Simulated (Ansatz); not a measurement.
Process, species as SMILES: FCF → [CH2]F (CH2-F) + F atom
B3LYP-D3(BJ)/def2-TZVP geometries, fixed; electronic energies without zero-point terms.
Largest species:
```
C
F 1 1.3618
F 1 1.3618 2 108.56
H 1 1.0913 2 108.69 3 -118.06
H 1 1.0913 4 113.42 3 -121.01
```
Charge 0, spin multiplicity 1.

Basis-set convergence of the bond dissociation energy at HF with Ansatz (a program for electronic structure). Cartesian d functions, on some or all atoms, in 6-31G*, 6-31+G*; all else is spherical. Open shells are unrestricted. No added dispersion term, no relativity. Functions are those of the species that has most. Reference: the value in aug-pcseg-3, 80.31 kcal/mol, itself unsure by roughly 0.29 kcal/mol (its mean distance from aug-cc-pVQZ, cc-pV5Z, def2-QZVPPD). Deviations are taken from unrounded values.

```csv
basis,functions,bond dissociation energy (kcal/mol),minus reference (kcal/mol)
pcseg-0,31,66.26,-14.05
def2-SV(P),46,81.83,1.52
6-31G*,49,80.79,0.47
6-31+G*,61,79.69,-0.62
aug-pcseg-1,87,82.58,2.27
"6-311++G(2d,2p)",101,78.79,-1.53
def2-TZVP,105,80.01,-0.31
cc-pVTZ,118,80.22,-0.10
def2-TZVPP,121,79.99,-0.33
aug-cc-pVTZ,184,80.24,-0.07
cc-pVQZ,225,80.12,-0.19
pcseg-3,246,80.32,0.01
cc-pV5Z,383,80.04,-0.27
```
